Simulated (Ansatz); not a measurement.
The input, for Ansatz 0.2.0:

```yaml
crystal:
  periodic: [false, false, false]
  atoms:
    - {symbol: N, position_ang: [0.000000, 0.000000, 0.660040]}
    - {symbol: C, position_ang: [0.000000, 0.000000, -0.576764]}
    - {symbol: H, position_ang: [0.000000, -0.937350, -1.149693]}
    - {symbol: H, position_ang: [0.000000, 0.937349, -1.149693]}
basis:
  gaussian: {orbitals: def2-mTZVP}
magnetization: {spin_polarized: true, initial_magnetization: 1}
correlation: {method: bccd_t, electrons: outside_noble_gas}
accuracy: high
scf: {omitted_lower_state_checks: [cluster_reference]}
output: {forces: true}
```

```sh
$ ansatz run in.yaml --threads 1 --pin off --events-out ev --progress --plain --max-ram 2393MiB
```

Output:

```
these checks for a lower state are left out or cut short: cluster_reference
837 factors; integrals over basis functions are off by at most 3.8e-9 eV
mean field evaluation 1: about -2541.0305 eV, gradient 1.6e1 eV
mean field evaluation 2: about -2541.0314 eV, gradient 1.6e1 eV
mean field evaluation 4: about -2542.9385 eV, gradient 3.0e0 eV
mean field evaluation 8: about -2543.1075 eV, gradient 5.7e-1 eV
mean field evaluation 16: about -2543.1597 eV, gradient 9.6e-7 eV
mean field -2543.15970191 eV, -93.4593952296 hartree, gradient 1.3e-8 eV, S^2 0.942824; 0 other end points of the search recorded, 0 dependent functions left out
2 core orbitals not correlated: weight in the atoms' cores, before any rotation towards them, 1.000 or more for the frozen orbitals, at most 0.000 for the correlated occupied ones
reference -2543.15970191 eV, -93.4593952296 hartree; 6, 5 occupied and 36, 37 virtual orbitals, 837 factors
second order -6.83066754 eV of doubles, -0.00000000 eV of singles
cycle   1  -7.28672624 eV  change   -4.6e-1 eV  update   8.4e-2
cycle   2  -7.63860699 eV  change   -3.5e-1 eV  update   4.4e-2
cycle   3  -7.77845664 eV  change   -1.4e-1 eV  update   3.3e-2
cycle   4  -7.75276587 eV  change    2.6e-2 eV  update   1.9e-2
cycle   5  -7.74197322 eV  change    1.1e-2 eV  update   6.9e-3
cycle   6  -7.73970829 eV  change    2.3e-3 eV  update   2.8e-3
cycle   7  -7.73828594 eV  change    1.4e-3 eV  update   1.0e-3
cycle   8  -7.73868308 eV  change   -4.0e-4 eV  update   4.4e-4
cycle   9  -7.73912794 eV  change   -4.4e-4 eV  update   1.9e-4
cycle  10  -7.73899561 eV  change    1.3e-4 eV  update   7.0e-5
cycle  11  -7.73912496 eV  change   -1.3e-4 eV  update   2.2e-5
cycle  12  -7.73912516 eV  change   -2.0e-7 eV  update   9.2e-6
cycle  13  -7.73913397 eV  change   -8.8e-6 eV  update   4.1e-6
cycle  14  -7.73913710 eV  change   -3.1e-6 eV  update   2.1e-6
cycle  15  -7.73913725 eV  change   -1.5e-7 eV  update   9.6e-7
cycle  16  -7.73913783 eV  change   -5.8e-7 eV  update   3.3e-7
cycle  17  -7.73913758 eV  change    2.4e-7 eV  update   1.4e-7
cycle  18  -7.73913759 eV  change   -1.9e-9 eV  update   6.8e-8
cycle  19  -7.73913754 eV  change    4.8e-8 eV  update   4.1e-8
cycle  20  -7.73913749 eV  change    4.5e-8 eV  update   6.7e-8
cycle  21  -7.73913750 eV  change   -7.8e-9 eV  update   2.1e-8
cycle  22  -7.73913751 eV  change   -6.7e-9 eV  update   6.8e-9
cycle  23  -7.73913751 eV  change  -8.8e-10 eV  update   2.2e-9
cycle  24  -7.73913751 eV  change  -2.2e-10 eV  update  7.8e-10
perturbative correction -0.33011557 eV, -0.0121315234 hartree
the calculation of the forces begins
Total energy: -2551.22895499 eV, -93.7559348107 hartree
Atom 0 at     0.000000     0.000000     0.660040 Å, force    -0.000000    -0.000000     1.532203 eV/Å
Atom 1 at     0.000000     0.000000    -0.576764 Å, force     0.000000     0.000000    -1.434507 eV/Å
Atom 2 at     0.000000    -0.937350    -1.149693 Å, force     0.000000    -0.013599    -0.048848 eV/Å
Atom 3 at     0.000000     0.937349    -1.149693 Å, force    -0.000000     0.013599    -0.048848 eV/Å
Dipole moment:    -0.000000     0.000000    -0.517464 e Å
Checks for a lower state left out: cluster_reference
```

Forces (eV/Å):
```
N    0.000  0.000  1.532
C    0.000  0.000 -1.435
H    0.000 -0.014 -0.049
H    0.000  0.014 -0.049
```

The singles that turn the determinant into the Brueckner one have T1 = 0.054.

Ran on 1 thread of Arm Neoverse V2, shared host: 12 s wall, 0.33 GiB peak host memory.
